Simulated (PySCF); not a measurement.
# C2H4O: the cost of one run

Method: levels as typed in each script, gas phase, geometry from GFN2-xTB; program: PySCF 2.14.0.

## Step 1: Starting geometry

7 atoms, charge 1, spin multiplicity 2.

Bond lengths: C1–O2 1.285 Å, C1–H4 1.089 Å, C1–H5 1.086 Å, O2–C3 1.285 Å, C3–H6 1.089 Å, C3–H7 1.086 Å. Angles: O2–C1–H4 122.5°, O2–C1–H5 116.4°, H4–C1–H5 121.0°, C1–O2–C3 126.2°, O2–C3–H6 122.5°, O2–C3–H7 116.4°, H6–C3–H7 121.0°.

Coordinates:

```xyz
7
charge 1, multiplicity 2
C    -1.1465    0.1574    0.0000
O     0.0000   -0.4237    0.0000
C     1.1465    0.1574    0.0000
H    -1.2539    1.2416    0.0000
H    -2.0177   -0.4914    0.0000
H     1.2539    1.2416    0.0000
H     2.0177   -0.4914    0.0000
```

## Step 2: Density, bond paths and surface potential (PBE0/cc-pvtz)

File input.py:

```python
import numpy as np
from pyscf import gto, scf, dft
from pyscf.scf import atom_ks, atom_hf
from scipy.linalg import block_diag

def solve(mol, dm0=None, hcore=None):
    mf = (dft.UKS if mol.spin else dft.RKS)(mol, xc='pbe0')
    mf.grids.level = 3
    mf = mf.density_fit(auxbasis='def2-universal-jkfit')
    mf.conv_tol, mf.max_cycle = 1e-8, 80
    if hcore is not None:
        mf.get_hcore = lambda *args: hcore
    mf.kernel(dm0)
    if not mf.converged:
        mf = mf.newton().run(mf.mo_coeff, mf.mo_occ, max_cycle=30)
    assert mf.converged, 'SCF not converged'
    return mf

mol = gto.M(atom='''
C     -1.14652     0.15744     0.00000
O      0.00000    -0.42372     0.00000
C      1.14652     0.15744     0.00000
H     -1.25387     1.24160     0.00000
H     -2.01766    -0.49140     0.00000
H      1.25387     1.24160     0.00000
H      2.01765    -0.49140     0.00000
''', basis='cc-pvtz', charge=1, spin=1, verbose=4)
mf = solve(mol)
mf.analyze()
# spherically averaged free atoms, for the promolecule
atm = atom_ks.get_atm_nrks(mol, xc='pbe0')
pro = block_diag(*[(atm[a[0]][2] * atm[a[0]][3]) @ atm[a[0]][2].T for a in mol._atom])
np.savez('result.npz', e=mf.e_tot, c=mf.mo_coeff, occ=mf.mo_occ, eps=mf.mo_energy, pro=pro, dip=mf.dip_moment(verbose=0), s2=mf.spin_square()[0])
```

Command:

```bash
$ OMP_NUM_THREADS=1 python input.py
```

What time and memory should one allow on 1 thread of Arm Neoverse V2, shared host?

About 17 s, with a peak of 0.53 GiB.
